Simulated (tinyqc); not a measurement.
Worked calculation: UHF in the sto-3g basis, for CH2, spin multiplicity 1. One step of it, computed by the program tinyqc.

Question. Iteration 2: DIIS coefficients. Solve [B -1; -1 0][c; lambda] = [0; -1] for the coefficients, which sum to one.

B (overlaps of the stored error matrices):
```
[[3.6501659e-01, 1.1832123e-01],
 [1.1832123e-01, 4.4500737e-02]]
```

Give: DIIS coefficients.

Answer.

DIIS coefficients: [-0.427, 1.427]
